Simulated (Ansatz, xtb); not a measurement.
System: CH$_{2}$F (charge 0, doublet). It need not be the lowest isomer of its formula. 
Structure (B3LYP-D3(BJ)/def2-TZVP (Ansatz, a program for electronic structure) minimum search):
```xyz
4

C     -0.0106     0.4978     0.4277
F      0.0121    -0.4855    -0.4825
H     -0.9803     0.6938     0.8618
H      0.9347     0.6892     0.9145
```
Charge 0, spin multiplicity 2.

Harmonic wavenumbers from GFN2-xTB (xtb, at its own minimum), cm⁻¹: 329, 1051, 1193, 1322, 3132, 3203.

Task: Give the harmonic wavenumbers at B3LYP-D3(BJ)/def2-TZVP (Ansatz, finite differences of forces, unscaled).

Result: 512, 1170, 1180, 1469, 3132, 3289 cm⁻¹. Zero-point energy 15.4 kcal/mol.

Task: From these and the geometry, give the ideal-gas thermochemistry at 298.15 K and 1 atm (rigid rotor, harmonic oscillator).

Result: Point group Cs, rotational symmetry number 1. Rotational constants 263.9, 30.85, 27.82 GHz. S(trans) 36.42, S(rot) 17.90, S(vib) 0.73, S(elec, spin only) 1.38, S 56.4 cal/(mol K). H(298) - H(0) 2.53 kcal/mol; G - E(el) 1.1 kcal/mol.
